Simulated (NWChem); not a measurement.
Program: NWChem. System: methanol (CH$_{4}$O), charge 0, spin multiplicity 1, at a geometry optimised with PBE/def2-SVP. Level: CCSD(T)/def2-TZVP, 2 core orbitals frozen.

Input file:

```
start mol
memory heap 100 mb stack 700 mb global 1900 mb
geometry units angstroms nocenter noautoz
  C      0.611192    -0.234334     0.000000
  O     -0.666493     0.363501     0.000000
  H      0.812921    -0.864429     0.901666
  H      1.361960     0.582129     0.000000
  H      0.812921    -0.864429    -0.901666
  H     -1.323011    -0.355269     0.000000
  symmetry group Cs
end
basis spherical
  * library def2-tzvp
end
scf
  rhf
  nopen 0
  maxiter 100
  thresh 1e-7
  semidirect memsize 60000000 filesize 0
end
tce
  freeze core 2
  ccsd(t)
  2eorb
  2emet 13
  thresh 1e-6
  maxiter 100
  tilesize 24
end
task tce energy
```

Output (cleaned and shortened):

```
             Northwest Computational Chemistry Package (NWChem) 7.3.0
             --------------------------------------------------------

                                NWChem Input Module
                                -------------------

 Scaling coordinates for geometry "geometry" by  1.889725989
 (inverse scale =  0.529177249)

 Turning off AUTOSYM since
 SYMMETRY directive was detected!

                             Geometry "geometry" -> ""
                             -------------------------

 Output coordinates in angstroms (scale by  1.889725989 to convert to a.u.)

  No.       Tag          Charge          X              Y              Z
 ---- ---------------- ---------- -------------- -------------- --------------
    1 C                    6.0000     0.61119200    -0.23433400     0.00000000
    2 O                    8.0000    -0.66649300     0.36350100     0.00000000
    3 H                    1.0000     0.81292100    -0.86442900     0.90166600
    4 H                    1.0000     1.36196000     0.58212900     0.00000000
    5 H                    1.0000     0.81292100    -0.86442900    -0.90166600
    6 H                    1.0000    -1.32301100    -0.35526900     0.00000000

 Effective nuclear repulsion energy (a.u.)      40.1127217074

            Nuclear Dipole moment (a.u.)
            ----------------------------
        X                 Y               Z
 ---------------- ---------------- ----------------
    -0.0000018897     0.0000113384     0.0000000000

      Symmetry information
      --------------------

 Group name             Cs
 Group number              2
 Group order               2
 No. of unique centers     5

      Symmetry unique atoms

     1    2    3    4    6


 Summary of "ao basis" -> "" (spherical)
 ------------------------------------------------------------------------------
       Tag                 Description            Shells   Functions and Types
 ---------------- ------------------------------  ------  ---------------------
 *                         def2-tzvp                  on all atoms

 Summary of "ao basis" -> "ao basis" (spherical)
 ------------------------------------------------------------------------------
       Tag                 Description            Shells   Functions and Types
 ---------------- ------------------------------  ------  ---------------------
 C                         def2-tzvp                11       31   5s3p2d1f
 O                         def2-tzvp                11       31   5s3p2d1f
 H                         def2-tzvp                 4        6   3s1p

                                 NWChem SCF Module
                                 -----------------

  ao basis        = "ao basis"
  functions       =    86
  atoms           =     6
  closed shells   =     9
  open shells     =     0
  charge          =   0.00
  wavefunction    = RHF
  use symmetry    = T
  symmetry adapt  = T

 Summary of "ao basis" -> "ao basis" (spherical)
 ------------------------------------------------------------------------------
       Tag                 Description            Shells   Functions and Types
 ---------------- ------------------------------  ------  ---------------------
 C                         def2-tzvp                11       31   5s3p2d1f
 O                         def2-tzvp                11       31   5s3p2d1f
 H                         def2-tzvp                 4        6   3s1p

      Symmetry analysis of basis
      --------------------------

        a'         58
        a"         28

 Forming initial guess at       0.1s

      Superposition of Atomic Density Guess
      -------------------------------------

 Sum of atomic energies:        -114.45487226

      Non-variational initial energy
      ------------------------------

 Total energy =    -115.288227
 1-e energy   =    -234.468038
 2-e energy   =      79.067088
 HOMO         =      -0.373256
 LUMO         =       0.068790

      Symmetry analysis of molecular orbitals - initial
      -------------------------------------------------

  Numbering of irreducible representations:

     1 a'          2 a"

  Orbital symmetries:

     1 a'          2 a'          3 a'          4 a'          5 a'
     6 a"          7 a'          8 a'          9 a"         10 a'
    11 a'         12 a'         13 a"         14 a'         15 a"
    16 a'         17 a'         18 a'         19 a'

 Starting SCF solution at       0.8s

 ----------------------------------------------
         Quadratically convergent ROHF

 Convergence threshold     :          1.000E-07
 Maximum no. of iterations :          100
 Final Fock-matrix accuracy:          1.000E-09
 ----------------------------------------------

              iter       energy          gnorm     gmax       time
             ----- ------------------- --------- --------- --------
                 1     -115.0524173519  8.12D-01  1.54D-01      0.8
                 2     -115.0850936207  2.59D-01  7.20D-02      0.9
                 3     -115.0896049189  1.47D-02  3.52D-03      1.1
                 4     -115.0896253039  9.09D-05  2.54D-05      1.3
                 5     -115.0896253048  5.66D-09  1.36D-09      1.7

       Final RHF  results
       ------------------

         Total SCF energy =   -115.089625304845
      One-electron energy =   -236.492503600243
      Two-electron energy =     81.290156587981
 Nuclear repulsion energy =     40.112721707417

        Time for solution =      0.9s

       Symmetry analysis of molecular orbitals - final
       -----------------------------------------------

[...]
                       -------------------------------------

 Vector    7  Occ=2.000000D+00  E=-5.934340D-01  Symmetry=a'
              MO Center=  6.0D-02,  2.5D-01,  1.2D-16, r^2= 1.5D+00
   Bfn.  Coefficient  Atom+Function         Bfn.  Coefficient  Atom+Function
  ----- ------------  ---------------      ----- ------------  ---------------
     6      0.250682  1 C  px                37     -0.225965  2 O  px
    38      0.223449  2 O  py                40     -0.209296  2 O  px
     9      0.207940  1 C  px                41      0.201461  2 O  py
    70      0.176093  4 H  s

 Vector    8  Occ=2.000000D+00  E=-4.987238D-01  Symmetry=a'
              MO Center=  2.5D-01,  7.7D-02, -2.3D-15, r^2= 1.8D+00
   Bfn.  Coefficient  Atom+Function         Bfn.  Coefficient  Atom+Function
  ----- ------------  ---------------      ----- ------------  ---------------
    38      0.274278  2 O  py                 7     -0.241499  1 C  py
    41      0.242182  2 O  py                10     -0.206760  1 C  py
    70     -0.205396  4 H  s                 44      0.164271  2 O  py

 Vector    9  Occ=2.000000D+00  E=-4.486788D-01  Symmetry=a"
              MO Center= -1.0D-01, -4.3D-02,  4.9D-15, r^2= 1.7D+00
   Bfn.  Coefficient  Atom+Function         Bfn.  Coefficient  Atom+Function
  ----- ------------  ---------------      ----- ------------  ---------------
    39      0.382461  2 O  pz                42      0.345037  2 O  pz
    45      0.275373  2 O  pz                 8     -0.177988  1 C  pz
    64     -0.178446  3 H  s                 76      0.178446  5 H  s
    11     -0.154004  1 C  pz

 Vector   10  Occ=0.000000D+00  E= 1.358655D-01  Symmetry=a'
              MO Center= -6.6D-01, -7.6D-01,  1.6D-16, r^2= 5.3D+00
   Bfn.  Coefficient  Atom+Function         Bfn.  Coefficient  Atom+Function
  ----- ------------  ---------------      ----- ------------  ---------------
     5      3.364812  1 C  s                 65     -1.451836  3 H  s
    77     -1.451836  5 H  s                 83     -1.434053  6 H  s
    71     -1.117924  4 H  s                 36      0.663926  2 O  s
    12      0.489099  1 C  px                 4     -0.403961  1 C  s
    43     -0.362821  2 O  px                13     -0.279272  1 C  py

 Vector   11  Occ=0.000000D+00  E= 1.745789D-01  Symmetry=a'
              MO Center=  5.7D-01, -4.6D-01,  3.9D-16, r^2= 6.6D+00
   Bfn.  Coefficient  Atom+Function         Bfn.  Coefficient  Atom+Function
  ----- ------------  ---------------      ----- ------------  ---------------
     5      3.883017  1 C  s                 71     -1.759800  4 H  s
    65     -1.600354  3 H  s                 77     -1.600354  5 H  s
    36     -1.422399  2 O  s                 83      0.926198  6 H  s
    44      0.333142  2 O  py                70      0.266995  4 H  s
    64      0.207388  3 H  s                 76      0.207388  5 H  s

 Vector   12  Occ=0.000000D+00  E= 2.281536D-01  Symmetry=a'
              MO Center=  1.4D+00,  3.4D-01, -7.8D-17, r^2= 4.7D+00
   Bfn.  Coefficient  Atom+Function         Bfn.  Coefficient  Atom+Function
  ----- ------------  ---------------      ----- ------------  ---------------
    71      2.976533  4 H  s                 12     -1.393663  1 C  px
    65     -1.232508  3 H  s                 77     -1.232508  5 H  s
    13     -1.215992  1 C  py                36     -0.598974  2 O  s
    83     -0.559575  6 H  s                 70     -0.428437  4 H  s
     5      0.397360  1 C  s                 43     -0.315375  2 O  px

 center of mass
 --------------
 x =  -0.09726328 y =   0.08782434 z =   0.00000000

 moments of inertia (a.u.)
 ------------------
          22.557900605415          20.215257065281           0.000000000000
          20.215257065281          64.662072312471           0.000000000000
           0.000000000000           0.000000000000          75.515976577347

  Mulliken analysis of the total density
  --------------------------------------

    Atom       Charge   Shell Charges
 -----------   ------   -------------------------------------------------------
    1 C    6     6.08   0.85  1.12  0.48  0.65  0.09  1.19  1.29  0.28  0.03  0.09  0.01
    2 O    8     8.53   0.79  1.18  0.56  0.96  0.31  1.85  2.04  0.81  0.00  0.03  0.00
    3 H    1     0.91   0.26  0.50  0.13  0.02
    4 H    1     0.89   0.26  0.50  0.11  0.02
    5 H    1     0.91   0.26  0.50  0.13  0.02
    6 H    1     0.67   0.25  0.34  0.04  0.04

       Multipole analysis of the density wrt the origin
       ------------------------------------------------

     L   x y z        total         open         nuclear
     -   - - -        -----         ----         -------
     0   0 0 0     -0.000000      0.000000     18.000000

     1   1 0 0      0.107565      0.000000     -0.000002
     1   0 1 0     -0.705611      0.000000      0.000011
     1   0 0 1      0.000000      0.000000      0.000000

     2   2 0 0     -8.459865      0.000000     38.288993
     2   1 1 0      1.536556      0.000000    -10.499176
     2   1 0 1      0.000000      0.000000      0.000000
     2   0 2 0    -10.165058      0.000000     11.949151
     2   0 1 1      0.000000      0.000000      0.000000
     2   0 0 2    -10.271138      0.000000      5.806562

                   NWChem Extensible Many-Electron Theory Module
                   ---------------------------------------------


            General Information
            -------------------
      Number of processors :     1
         Wavefunction type : Restricted Hartree-Fock
          No. of electrons :    18
           Alpha electrons :     9
            Beta electrons :     9
           No. of orbitals :   172
            Alpha orbitals :    86
             Beta orbitals :    86
        Alpha frozen cores :     2
         Beta frozen cores :     2
     Alpha frozen virtuals :     0
      Beta frozen virtuals :     0
         Spin multiplicity : singlet
    Number of AO functions :    86
       Number of AO shells :    38
        Use of symmetry is : on
      Symmetry adaption is : on
         Schwarz screening : 0.10D-09

          Correlation Information
          -----------------------
          Calculation type : Coupled-cluster singles & doubles w/ perturbation
   Perturbative correction : (T)
            Max iterations :      100
        Residual threshold : 0.10D-05
     T(0) DIIS level shift : 0.00D+00
     L(0) DIIS level shift : 0.00D+00
     T(1) DIIS level shift : 0.00D+00
     L(1) DIIS level shift : 0.00D+00
     T(R) DIIS level shift : 0.00D+00
     T(I) DIIS level shift : 0.00D+00
   CC-T/L Amplitude update :  5-th order DIIS
                I/O scheme : Global Array Library
        L-threshold :  0.10D-05
        EOM-threshold :  0.10D-05
 no EOMCCSD initial starts read in
 TCE RESTART OPTIONS
 SLICE:      F
 D4D5:       F
 quantumc:   F
 qrotation:  F
 pwtce:      F
 qducc:      F
 nacto:                         0
 nrotv:                         0
 nrot:                          0

            Memory Information
            ------------------
          Available GA space size is     249029404 doubles
          Available MA space size is     104853332 doubles

 Maximum block size supplied by input
 Maximum block size        24 doubles

 tile_dim =     17

 -------------------------------------------------
   1    alpha     a'     5 doubles       0       1
   2    alpha     a"     2 doubles       5       2
   3    beta      a'     5 doubles       7       1
   4    beta      a"     2 doubles      12       2
   5    alpha     a'    17 doubles      14       5
   6    alpha     a'    17 doubles      31       6
   7    alpha     a'    17 doubles      48       7
   8    alpha     a"    13 doubles      65       8
   9    alpha     a"    13 doubles      78       9
  10    beta      a'    17 doubles      91       5
  11    beta      a'    17 doubles     108       6
  12    beta      a'    17 doubles     125       7
  13    beta      a"    13 doubles     142       8
  14    beta      a"    13 doubles     155       9

 Global array virtual files algorithm will be used

 Parallel file system coherency ......... OK

 4-electron integrals stored in orbital form

 v2    file size   =          5007547
 4-index algorithm nr.  13 is used
 imaxsize =       30
 imaxsize ichop =        0


CCSD iterations
 ---------------------------------------------------------
 Iter          Residuum       Correlation     Cpu    Wall
 ---------------------------------------------------------
    1   0.1698669997071  -0.4166169947459     0.6     0.6
    2   0.0421209222086  -0.4280843736619     0.6     0.6
    3   0.0145810598739  -0.4352110572013     0.6     0.6
    4   0.0058475499477  -0.4363378752011     0.6     0.6
    5   0.0024676947309  -0.4369139294829     0.6     0.6
    6   0.0006543944211  -0.4371763958109     0.6     0.6
    7   0.0002493795725  -0.4372137677938     0.7     0.7
    8   0.0001167236344  -0.4372125103117     0.5     0.5
    9   0.0000573174901  -0.4372130142949     0.5     0.5
   10   0.0000298004574  -0.4372139813304     0.7     0.7
   11   0.0000074696946  -0.4372144636481     0.7     0.7
   12   0.0000033147262  -0.4372148161793     0.6     0.6
   13   0.0000019028811  -0.4372148810942     0.6     0.6
   14   0.0000010712073  -0.4372148910274     0.5     0.5
   15   0.0000006371019  -0.4372148916125     0.6     0.6
 -----------------------------------------------------------------
 Iterations converged
 CCSD correlation energy / hartree =        -0.437214891612510
 CCSD total energy / hartree       =      -115.526840196457329

 Singles contributions

 Doubles contributions
 CCSD(T)
 Using plain CCSD(T) code
             total no. of tasks          295
 total no. of tasks / no. procs          295
                         wl_min        17576           5.1
                         wl_max       614125           9.2
        thresh for no. of tasks          295

 CCSD[T]  correction energy / hartree =        -0.014622241663036
 CCSD[T] correlation energy / hartree =        -0.451837133275546
 CCSD[T] total energy / hartree       =      -115.541462438120362
 CCSD(T)  correction energy / hartree =        -0.014109484914965
 CCSD(T) correlation energy / hartree =        -0.451324376527475
 CCSD(T) total energy / hartree       =      -115.540949681372297

 Task  times  cpu:       33.1s     wall:       33.1s

 Total times  cpu:       33.2s     wall:       33.2s
```
